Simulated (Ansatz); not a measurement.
A first try at the interaction energy of a dimer with the counterpoise correction of ClH, using Ansatz 0.2.0 through its Python package.

`dimer_clh.py`
```python
import logging
import sys

import ansatz

logging.basicConfig(stream=sys.stdout, format='%(levelname)s:%(name)s:%(message)s')
logger = logging.getLogger('run')
logger.setLevel(logging.INFO)

FIRST = [
    ('H', (0.0, 0.0, -0.645)),
    ('Cl', (0.0, 0.0, 0.645)),
]
SECOND = [
    ('H', (1.3757, 0.3402, 2.4339)),
    ('Cl', (1.3759, -0.1953, 3.6074)),
]

def energy(atoms, ghosts=()):
    molecule = ansatz.Crystal.molecule()
    for symbol, xyz in atoms:
        molecule = molecule.atom(symbol, xyz)
    calc = (
        molecule.calculation()
        .basis(gaussian='def2-SVPD')
        .correlation('mp2')
        .correlation('cisd')
    )
    deck = calc.input()
    if ghosts:
        deck = deck.set(ansatz.key.basis.gaussian.ghost_atoms, [{'symbol': s, 'position_ang': list(xyz)} for s, xyz in ghosts])
    return ansatz.Session.from_dict(deck).plan().execute().report['free_energy_ev']


def main() -> None:
    both = energy(FIRST + SECOND)
    alone = energy(FIRST) + energy(SECOND)
    ghosted = energy(FIRST, SECOND) + energy(SECOND, FIRST)
    logger.info(f'dimer {both:.6f} eV')
    logger.info(f'interaction, uncorrected   {23.060548 * (both - alone):8.3f} kcal/mol')
    logger.info(f'interaction, counterpoise  {23.060548 * (both - ghosted):8.3f} kcal/mol')
    logger.info(f'basis-set superposition    {23.060548 * (alone - ghosted):8.3f} kcal/mol')


if __name__ == '__main__':
    main()
```

Output of `python dimer_clh.py`:
```text
Traceback (most recent call last):
  File "dimer_clh.py", line 46, in <module>
    main()
    ~~~~^^
  File "dimer_clh.py", line 36, in main
    both = energy(FIRST + SECOND)
  File "dimer_clh.py", line 27, in energy
    .correlation('cisd')
     ~~~~~~~~~~~^^^^^^^^
  ...
ansatz.errors.InputError: .correlation('cisd'): not one of mp2, rpa, ccsd, ccsd_t, bccd, bccd_t, ccsdt, ccsdt_q, ccsdt_q_b, ccsdtq, fci, sc_nevpt2, fic_nevpt4_sd, fic_mrcisd_q, fic_mrcisd_q_relaxed  [correlation.method]
```
(Library frames cut from the traceback.)

What is wrong, and how is it mended?

The fault: the correlation method isn't served. Mended:

```diff
--- before
+++ after
@@ -26,3 +26,2 @@
         .correlation('mp2')
-        .correlation('cisd')
     )
```

After the fix:

```console
$ python dimer_clh.py
INFO:run:dimer -25040.256792 eV
INFO:run:interaction, uncorrected     -0.049 kcal/mol
INFO:run:interaction, counterpoise     1.638 kcal/mol
INFO:run:basis-set superposition       1.687 kcal/mol
```

Reading the output:
- Total energies depend on the basis set; only differences at equal settings carry meaning.
- The dimer is a generated trial pose of unrelaxed monomers, not a minimum, so the figure is no binding energy, and the basis set is small.
- Hardware and time: 1.1 s on 1 thread of Intel(R) Xeon(R) 6975P-C (Granite Rapids), with other jobs on the host, peak memory 0.17 GiB.

(Lines on the test bed's own set-up are left out of the output.)
